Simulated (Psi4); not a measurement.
# CH5Si (SMILES C[SiH2]): UM06-2X/aug-cc-pVDZ

Aim: the vertical doublet–quartet gap of CH5Si at UM06-2X/aug-cc-pVDZ, from 2 runs. 

The calculation is run with Psi4 1.11.

## 1. The molecule

CH5Si has 7 atoms, charge 0, and is taken as a doublet. As SMILES, `C[SiH2]`. The coordinates come from a PBE0-D4/def2-TZVP relaxation.

Bond lengths: C1–Si2 1.875 Å, C1–H3 1.094 Å, C1–H4 1.092 Å, C1–H5 1.092 Å, Si2–H6 1.491 Å, Si2–H7 1.490 Å. Angles: C1–Si2–H6 111.8°, C1–Si2–H7 111.8°, Si2–C1–H3 110.5°, Si2–C1–H4 110.8°, Si2–C1–H5 110.8°, H6–Si2–H7 109.5°, H3–C1–H4 108.1°, H3–C1–H5 108.2°, H4–C1–H5 108.3°.

## 2. A single-point energy at UM06-2X/aug-cc-pVDZ

File ch5si.dat:

```
memory 1.6 GB

molecule system {
  0 2
  C
  Si 1 r2
  H 1 r3 2 a3
  H 1 r4 3 a4 2 d4
  H 1 r5 4 a5 3 d5
  H 2 r6 1 a6 5 d6
  H 2 r7 6 a7 1 d7

  r2 = 1.87494
  r3 = 1.094317
  a3 = 110.52863
  r4 = 1.091743
  a4 = 108.14509
  d4 = -121.48438
  r5 = 1.091674
  a5 = 108.25734
  d5 = 116.95988
  r6 = 1.490529
  a6 = 111.77425
  d6 = -58.24645
  r7 = 1.490422
  a7 = 109.46142
  d7 = 124.39949
  symmetry c1
  no_reorient
  no_com
}

set {
  basis                aug-cc-pVDZ
  reference            uks
  puream               true
  e_convergence        1e-09
  d_convergence        1e-08
  scf_type             pk
  dft_radial_points    99
  dft_spherical_points 590
  maxiter              200
}

energy_value = energy('m06-2x')
```

Run with:

```
psi4 ch5si.dat ch5si.out -n 1
```

ch5si.out (excerpt; [...] marks lines left out):

```text
[...]
  Running in c1 symmetry.
[...]
  Nuclear repulsion =   55.683071782465383
[...]
  Multiplicity = 2
[...]
  Nalpha       = 13
  Nbeta        = 12
[...]
    Number of basis functions: 95
[...]
   @UKS iter   1:  -330.29984113241221   -3.45956e-01   6.48501e-03 DIIS/ADIIS
[...]
   @UKS iter  11:  -330.50024759976668   -1.66551e-11   8.70838e-09 DIIS
[...]
   @S^2 Observed:                7.526671757E-01
[...]
    Orbital Energies [Eh]
    ---------------------
    Alpha Occupied:
       1A    -67.031498     2A    -10.537648     3A     -5.559027
       4A     -3.872223     5A     -3.865583     6A     -3.865490
       7A     -0.796377     8A     -0.583240     9A     -0.479970
      10A     -0.477279    11A     -0.393894    12A     -0.386659
      13A     -0.246425
    Alpha Virtual:
      14A     -0.002847    15A      0.012371    16A      0.019850
      17A      0.021208    18A      0.039837    19A      0.049324
      20A      0.052117    21A      0.053087    22A      0.098101
      23A      0.100054    24A      0.109617    25A      0.117678
[...]
  @UKS Final Energy:  -330.50024759976668
   => Energetics <=
    Nuclear Repulsion Energy =             55.6830717824653831
    One-Electron Energy =                -565.6084451010048042
    Two-Electron Energy =                 192.8124802598541123
    DFT Exchange-Correlation Energy =     -13.3873545410813719
    Empirical Dispersion Energy =           0.0000000000000000
    VV10 Nonlocal Energy =                  0.0000000000000000
    Total Energy =                       -330.5002475997666807
[...]
 Multipole Moments:
 ------------------------------------------------------------------------------------
     Multipole            Electronic (a.u.)      Nuclear  (a.u.)        Total (a.u.)
 ------------------------------------------------------------------------------------
 L = 1.  Multiply by 2.5417464519 to convert [e a0] to [Debye]
 Dipole X            :          0.0021555           -0.0019663            0.0001893
 Dipole Y            :         -1.1281891            1.1039403           -0.0242488
 Dipole Z            :          2.0509113           -2.3714353           -0.3205240
 Magnitude           :                                                    0.3214400
[...]
```

It took 55 s on 1 thread of Intel Xeon Platinum 8488C (Sapphire Rapids), shared host; peak memory 0.93 GiB.

## 3. The quartet: energy and forces at UM06-2X/aug-cc-pVDZ

File job.dat:

```
memory 1600 MB

molecule {
  0 4
  C
  Si 1 1.87494
  H 1 1.094317 2 110.52863
  H 1 1.091743 3 108.14509 2 -121.48438
  H 1 1.091674 4 108.25734 3 116.95988
  H 2 1.490529 1 111.77425 5 -58.24645
  H 2 1.490422 6 109.46142 1 124.39949
  symmetry c1
}

set globals {
  basis                aug-cc-pVDZ
  reference            uks
  puream               true
  e_convergence        1e-09
  d_convergence        1e-08
  scf_type             pk
  dft_radial_points    99
  dft_spherical_points 590
  maxiter              200
}

e_tot, wfn = gradient("m06-2x", return_wfn=True)
oeprop(wfn, "MAYER_INDICES", "MULLIKEN_CHARGES", "LOWDIN_CHARGES")
```

Run with:

```
psi4 -n 1 job.dat job.out
```

job.out (excerpt; [...] marks lines left out):

```text
[...]
  Running in c1 symmetry.
[...]
  Nuclear repulsion =   55.683071782465383
[...]
  Multiplicity = 4
[...]
  Nalpha       = 14
  Nbeta        = 11
[...]
    Number of basis functions: 95
[...]
   @UKS iter   1:  -329.89335487958158    6.05306e-02   7.53163e-03 DIIS/ADIIS
[...]
   @UKS iter  33:  -330.19649385313329    2.07478e-11   7.17950e-09 DIIS
[...]
   @S^2 Observed:                3.758674659E+00
[...]
  @UKS Final Energy:  -330.19649385313329
   => Energetics <=
    Nuclear Repulsion Energy =             55.6830717824653831
    One-Electron Energy =                -564.1237980852348528
    Two-Electron Energy =                 191.5719581045710243
    DFT Exchange-Correlation Energy =     -13.3277256549348753
    Empirical Dispersion Energy =           0.0000000000000000
    VV10 Nonlocal Energy =                  0.0000000000000000
    Total Energy =                       -330.1964938531332905
[...]
 Multipole Moments:
 ------------------------------------------------------------------------------------
     Multipole            Electronic (a.u.)      Nuclear  (a.u.)        Total (a.u.)
 ------------------------------------------------------------------------------------
 L = 1.  Multiply by 2.5417464519 to convert [e a0] to [Debye]
 Dipole X            :          0.0005060           -0.0019663           -0.0014603
 Dipole Y            :         -0.7678826            1.1039403            0.3360577
 Dipole Z            :          2.4083390           -2.3714353            0.0369037
 Magnitude           :                                                    0.3380810
[...]
  -Total Gradient:
     Atom            X                  Y                   Z
    ------   -----------------  -----------------  -----------------
       1       -0.000326976628    -0.015368559881    -0.010859506634
       2        0.000612370995     0.072044540941     0.034842325023
       3       -0.000009552397    -0.006286078176     0.002350942396
       4       -0.005425350741     0.004868962995    -0.000981026297
       5        0.005545480229     0.004946200911    -0.001092804840
       6        0.047428602508    -0.029894848730    -0.012109936997
       7       -0.047823647596    -0.030340574833    -0.012102716510
[...]
```

Run time: 2.6 min. Hardware: 1 thread of Intel Xeon Platinum 8488C (Sapphire Rapids), shared host; peak memory 0.93 GiB.

## 4. Outcome

At UM06-2X/aug-cc-pVDZ:

| quantity | value |
| --- | --- |
| doublet: total energy | -330.50025 Eh |
| doublet: dipole moment | 0.82 D |
| doublet: HOMO energy (highest over α and β) | -6.71 eV |
| doublet: LUMO energy (lowest over α and β) | -2.44 eV |
| doublet: ⟨S²⟩ | 0.753 |
| quartet: total energy | -330.19649 Eh |
| quartet: dipole moment | 0.86 D |
| quartet: HOMO energy (highest over α and β) | -2.80 eV |
| quartet: ⟨S²⟩ | 3.759 |
| quartet: largest force on an atom | 4.115 eV/Å |
| vertical energy of the quartet above the doublet | 8.266 eV |

What this shows: At this shape the quartet lies 8.27 eV (798 kJ/mol) above the doublet.
